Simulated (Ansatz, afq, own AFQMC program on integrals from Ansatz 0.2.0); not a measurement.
AFQMC on a folder of integrals that Ansatz 0.2.0 wrote.

```yaml
crystal:
  periodic: [false, false, false]
  atoms:
    - {symbol: B, position_ang: [0.000000, 0.000000, 0.000000]}
    - {symbol: B, position_ang: [0.000000, 0.000000, 1.561787]}
basis:
  gaussian: {orbitals: cc-pVDZ}
magnetization: {spin_polarized: false, initial_magnetization: 2}
correlation: {method: ccsd_t, electrons: outside_noble_gas, hamiltonian_folder: ham}
```

```sh
$ ansatz run in.yaml --threads 1 --pin off --events-out ev --progress --plain --max-ram 16896MiB --backend cuda --devices 0, --max-vram 18GiB
```

afq runs on the folder ham with

```
--method phaseless --trial hf --walkers 4000 --populations 20 --least-time 40 --time-step 0.005 --steps-per-block 20 --equilibration-blocks 112 --max-blocks 4000 --target-error 0.0007499999999999999 --factor-cut 1e-05 --start spin_pure --seed 6960 --taylor-order 6
```

Times are imaginary, in 1/Eh. The walk had a cap of 49 s. With eight or more populations the least sampling time is a fifth of least-time, and the error comes from their spread.

```
orbitals 26  electrons 4 2  factors 188 of 266
reference energy -49.08122045 Eh
CCSD correlation -0.17387302 Eh in 11 cycles, weight of the determinant in the CISD state 0.8056
energy of the start -49.081221 Eh
 block  time / (1/Eh)  mean weight  energy / Eh
     1     0.100  1.0004  -49.101443
     2     0.200  1.0006  -49.118646
     3     0.300  1.0003  -49.133572
     4     0.400  1.0007  -49.146163
     5     0.500  1.0007  -49.158117
     7     0.700  1.0004  -49.175191
     9     0.900  1.0004  -49.191763
    12     1.200  1.0006  -49.208548
    34     3.400  1.0001  -49.247603
    56     5.600  0.9998  -49.254105
    67     6.700  1.0000  -49.258928
    78     7.800  1.0002  -49.256198
   100    10.000  1.0001  -49.245055
   122    12.200  1.0000  -49.248384
   144    14.400  1.0000  -49.248139
   166    16.600  1.0002  -49.255118
   188    18.800  1.0001  -49.250417
   210    21.000  1.0001  -49.251630
   232    23.200  1.0001  -49.247461
   254    25.400  0.9999  -49.248022
   276    27.600  0.9998  -49.247800
   298    29.800  1.0002  -49.243615
   320    32.000  0.9999  -49.241496
   331    33.100  1.0000  -49.241328
   342    34.200  0.9997  -49.248508
   364    36.400  1.0002  -49.252052
   386    38.600  0.9996  -49.243675
   408    40.800  1.0003  -49.244282
   430    43.000  1.0005  -49.244304
   452    45.200  1.0002  -49.246057
error from the spread of 20 populations
energy -49.246885 +/- 0.000719 Eh
(rows thinned)
```

Estimate how long the walk took on 1 × NVIDIA H100 80GB HBM3 with 2 threads of AMD EPYC 7R13 Processor (Zen 3) (shared host) (the card was shared).

43 s of wall time.

The run passed its tests (sampling time, drift between the halves within three errors, error under three times the target), which doesn't prove that it has relaxed. The second half of the sampling lies above the first by 2.1 errors of their difference, so the energy may still be moving and its error bar be too small.

Against this walk (error 19.6 meV) on the same determinant: CCSD(T) 610.4 meV lower, CCSDT(Q) 690.9 meV lower, CCSDTQ 696.5 meV lower, full CI 699.7 meV lower, a separate phaseless walk with a CISD trial and standard settings 558.1 ± 20.0 meV lower. The error is statistical and leaves out the bias of the constraint. Full CI is exact here, so the walk's 700 meV above it is the walk's own error: the bias of the constraint with this trial, or a walk that hasn't relaxed. It lies above even CCSD, by 223 meV.

Cautions: constraint bias not in the error; lower spins were not checked; a spin-contaminated unrestricted determinant lies lower (UHF 1.72 eV lower, ⟨S²⟩ 2.91); the search met a lower determinant of the same kind, perhaps of another symmetry (415 meV lower), and this one is a saddle point; strong correlation (T1 0.040, weight of the determinant 0.81, largest double 0.31); (T) is large, 8 % of the CCSD correlation; the CCSD(T) amplitudes may be one of several solutions (largest double 0.31); the CCSDT(Q) amplitudes may be one of several solutions (largest double 0.36); the CCSDTQ amplitudes may be one of several solutions (largest double 0.36).

CCSDT and higher add their correlation energy to the determinant of the CCSD(T) run, since their own runs factorise the integrals more tightly (a shift of under 2 meV). A walk keeps the symmetry of its determinant, which the program's search chose and which needn't be the lowest solution, so a lower state of the same spin and another symmetry isn't excluded.
